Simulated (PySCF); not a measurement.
PySCF input (r2SCAN/def2-TZVP):

```python
import numpy as np, basis_set_exchange as bse
from pyscf import gto, scf, dft, df

basis = {'C': gto.basis.parse(bse.get_basis('def2-TZVP', elements=['C'], fmt='nwchem')), 'H': gto.basis.parse(bse.get_basis('def2-TZVP', elements=['H'], fmt='nwchem')), 'O': gto.basis.parse(bse.get_basis('def2-TZVP', elements=['O'], fmt='nwchem'))}
mol = gto.M(
    atom='''
    C     1.24148412   -0.38487645   -0.02448150
    C     0.13162726    0.61399813   -0.00546734
    O    -1.21553909   -0.18225276   -0.04318967
    H    -2.01707153    0.37302904   -0.00729226
    H     0.07373152    1.22038304    0.89478114
    H     0.04921562    1.21477509   -0.90633540
    H     2.17782210    0.17928470   -0.03733501
    H     1.25514759   -1.00629661    0.87265789
    H     1.21308039   -1.00752305   -0.91762756
    H    -1.26628133   -0.89036033    0.62636158
    ''',
    basis=basis,
    charge=1,
    verbose=4,
    max_memory=8640,
)
mf = dft.RKS(mol, xc='r2scan')
mf = mf.density_fit(auxbasis=df.autoaux(mol))
mf.conv_tol = 1e-9
mf.max_cycle = 100
mf.grids.level = 0
print('smallest overlap eigenvalue', np.linalg.eigvalsh(mol.intor('int1e_ovlp'))[0])
mf.kernel()
dip = mf.dip_moment()
```

Output:

```
PySCF version 2.14.0

[INPUT] verbose = 4
[INPUT] num. atoms = 10
[INPUT] num. electrons = 26
[INPUT] charge = 1
[INPUT] spin (= nelec alpha-beta = 2S) = 0
[INPUT] symmetry False subgroup None
[INPUT] Mole.unit = angstrom
[INPUT] Symbol           X                Y                Z      unit          X                Y                Z       unit  Magmom
[INPUT]  1 C      1.241484120000  -0.384876450000  -0.024481500000 AA    2.346064974797  -0.727311082295  -0.046263330119 Bohr   0.0
[INPUT]  2 C      0.131627260000   0.613998130000  -0.005467340000 AA    0.248739471927   1.160288306695  -0.010331775230 Bohr   0.0
[INPUT]  3 O     -1.215539090000  -0.182252760000  -0.043189670000 AA   -2.297035973803  -0.344407801846  -0.081616647710 Bohr   0.0
[INPUT]  4 H     -2.017071530000   0.373029040000  -0.007292260000 AA   -3.811712765357   0.704922722109  -0.013780374229 Bohr   0.0
[INPUT]  5 H      0.073731520000   1.220383040000   0.894781140000 AA    0.139332379548   2.306189712664   1.690891296026 Bohr   0.0
[INPUT]  6 H      0.049215620000   1.214775090000  -0.906335400000 AA    0.093004042851   2.295592223044  -1.712725682998 Bohr   0.0
[INPUT]  7 H      2.177822100000   0.179284700000  -0.037335010000 AA    4.115487317025   0.338798981325  -0.070552943758 Bohr   0.0
[INPUT]  8 H      1.255147590000  -1.006296610000   0.872657890000 AA    2.371885191008  -1.901624992978   1.649084412541 Bohr   0.0
[INPUT]  9 H      1.213080390000  -1.007523050000  -0.917627560000 AA    2.292389704181  -1.903942628686  -1.734064772753 Bohr   0.0
[INPUT] 10 H     -1.266281330000  -0.890360330000   0.626361580000 AA   -2.392924910350  -1.682537175877   1.183651841150 Bohr   0.0

nuclear repulsion = 87.8621317604606
number of shells = 61
number of NR pGTOs = 194
number of NR cGTOs = 135
basis = {'C': [[0, [13575.349682, 0.00022245814352], [2035.233368, 0.0017232738252], [463.22562359, 0.0089255715314], [131.20019598, 0.035727984502], [42.853015891, 0.11076259931], [15.584185766, 0.24295627626]], [0, [6.2067138508, 0.41440263448], [2.5764896527, 0.23744968655]], [0, [0.57696339419, 1.0]], [0, [0.22972831358, 1.0]], [0, [0.095164440028, 1.0]], [1, [34.697232244, 0.0053333657805], [7.9582622826, 0.035864109092], [2.3780826883, 0.14215873329], [0.81433208183, 0.34270471845]], [1, [0.28887547253, 0.46445822433]], [1, [0.10056823671, 0.24955789874]], [2, [1.097, 1.0]], [2, [0.318, 1.0]], [3, [0.761, 1.0]]], 'H': [[0, [34.061341, 0.0060251978], [5.1235746, 0.045021094], [1.1646626, 0.20189726]], [0, [0.32723041, 1.0]], [0, [0.10307241, 1.0]], [1, [0.8, 1.0]]], 'O': [[0, [27032.382631, 0.00021726302465], [4052.3871392, 0.0016838662199], [922.3272271, 0.0087395616265], [261.24070989, 0.035239968808], [85.354641351, 0.11153519115], [31.035035245, 0.25588953961]], [0, [12.260860728, 0.39768730901], [4.9987076005, 0.2462784943]], [0, [1.1703108158, 1.0]], [0, [0.46474740994, 1.0]], [0, [0.18504536357, 1.0]], [1, [63.274954801, 0.0060685103418], [14.627049379, 0.041912575824], [4.4501223456, 0.16153841088], [1.5275799647, 0.35706951311]], [1, [0.52935117943, 0.44794207502]], [1, [0.1747842127, 0.24446069663]], [2, [2.314, 1.0]], [2, [0.645, 1.0]], [3, [1.428, 1.0]]]}
ecp = {}
ETB for O: l = 0, exps = 0.3495684254 * 1.8^n , n = 0..15
ETB for O: l = 1, exps = 0.3495684254 * 1.8^n , n = 0..12
ETB for O: l = 2, exps = 0.3495684254 * 1.8^n , n = 0..11
ETB for O: l = 3, exps = 0.8197842127 * 2.2^n , n = 0..6
ETB for O: l = 4, exps = 1.29 * 2.2^n , n = 0..2
ETB for H: l = 0, exps = 0.20614482 * 1.8^n , n = 0..10
ETB for H: l = 1, exps = 0.90307241 * 2^n , n = 0..2
ETB for H: l = 2, exps = 1.6 * 2.2^n , n = 0..0
ETB for C: l = 0, exps = 0.190328880056 * 1.8^n , n = 0..15
ETB for C: l = 1, exps = 0.195732676738 * 1.8^n , n = 0..12
ETB for C: l = 2, exps = 0.20113647342 * 1.8^n , n = 0..11
ETB for C: l = 3, exps = 0.41856823671 * 2.2^n , n = 0..6
ETB for C: l = 4, exps = 0.636 * 2.2^n , n = 0..2
smallest overlap eigenvalue 0.000477169691889965

******** <class 'pyscf.df.df_jk.DFRKS'> ********
method = DFRKS
initial guess = minao
damping factor = 0
level_shift factor = 0
DIIS = <class 'pyscf.scf.diis.CDIIS'>
diis_start_cycle = 1
diis_space = 8
diis_damp = 0
SCF conv_tol = 1e-09
SCF conv_tol_grad = None
SCF max_cycles = 100
direct_scf = False
XC library pyscf.dft.libxc version 7.1.2
    S. Lehtola, C. Steigemann, M. J. T. Oliveira, and M. A. L. Marques,  SoftwareX 7, 1–5 (2018)
XC functionals = r2scan
    J. W. Furness, A. D. Kaplan, J. Ning, J. P. Perdew, and J. Sun,  J. Phys. Chem. Lett. 11, 8208–8215 (2020)
    J. W. Furness, A. D. Kaplan, J. Ning, J. P. Perdew, and J. Sun,  J. Phys. Chem. Lett. 11, 9248–9248 (2020)
    J. W. Furness, A. D. Kaplan, J. Ning, J. P. Perdew, and J. Sun,  J. Phys. Chem. Lett. 11, 8208–8215 (2020)
    J. W. Furness, A. D. Kaplan, J. Ning, J. P. Perdew, and J. Sun,  J. Phys. Chem. Lett. 11, 9248–9248 (2020)
radial grids:
    Treutler-Ahlrichs [JCP 102, 346 (1995); DOI:10.1063/1.469408] (M4) radial grids

becke partition: Becke, JCP 88, 2547 (1988); DOI:10.1063/1.454033
pruning grids: <function nwchem_prune>
grids dens level: 0
symmetrized grids: False
atomic radii adjust function: <function treutler_atomic_radii_adjust>
small_rho_cutoff = 0
Set gradient conv threshold to 3.16228e-05
Initial guess from minao.
tot grids = 7600
init E= -155.608715808195
  HOMO = -0.388407979288633  LUMO = -0.0546147468360587  gap/eV = 9.08298
cycle= 1 E= -155.266810783359  delta_E= 0.342  |g|= 0.496  |ddm|= 1.95
  HOMO = -0.48874518021867  LUMO = -0.222270888544941  gap/eV = 7.25113
cycle= 2 E= -155.237480237466  delta_E= 0.0293  |g|= 0.637  |ddm|= 0.611
  HOMO = -0.530559835905894  LUMO = -0.239710205840524  gap/eV = 7.91442
cycle= 3 E= -155.311061963067  delta_E= -0.0736  |g|= 0.103  |ddm|= 0.335
  HOMO = -0.535885615817659  LUMO = -0.231577656819052  gap/eV = 8.28064
cycle= 4 E= -155.312974334426  delta_E= -0.00191  |g|= 0.0334  |ddm|= 0.0686
  HOMO = -0.532818900905148  LUMO = -0.230407628454014  gap/eV = 8.22903
cycle= 5 E= -155.313229617368  delta_E= -0.000255  |g|= 0.00559  |ddm|= 0.0213
  HOMO = -0.532738196063185  LUMO = -0.230323260050643  gap/eV = 8.22913
cycle= 6 E= -155.313236776895  delta_E= -7.16e-06  |g|= 0.00108  |ddm|= 0.00491
  HOMO = -0.532644307488848  LUMO = -0.23038353492014  gap/eV = 8.22493
cycle= 7 E= -155.313237050601  delta_E= -2.74e-07  |g|= 0.00025  |ddm|= 0.00105
  HOMO = -0.532647105655244  LUMO = -0.230365587057079  gap/eV = 8.22550
cycle= 8 E= -155.313237065396  delta_E= -1.48e-08  |g|= 8.39e-05  |ddm|= 0.000267
  HOMO = -0.532656720797956  LUMO = -0.230373823643152  gap/eV = 8.22554
cycle= 9 E= -155.313237067065  delta_E= -1.67e-09  |g|= 2.64e-05  |ddm|= 6.94e-05
  HOMO = -0.532655252465354  LUMO = -0.230371010500363  gap/eV = 8.22557
cycle= 10 E= -155.313237067227  delta_E= -1.63e-10  |g|= 2.31e-06  |ddm|= 2.04e-05
  HOMO = -0.532654701770063  LUMO = -0.230370693263271  gap/eV = 8.22557
Extra cycle  E= -155.313237067229  delta_E= -1.82e-12  |g|= 1.97e-06  |ddm|= 4.77e-06
converged SCF energy = -155.313237067229

WARN: System has nonzero charge 1; the dipole moment is origin-dependent.
Location of origin: [0. 0. 0.]

Dipole moment(X, Y, Z, Debye): -3.01921,  0.40503,  1.18197
```
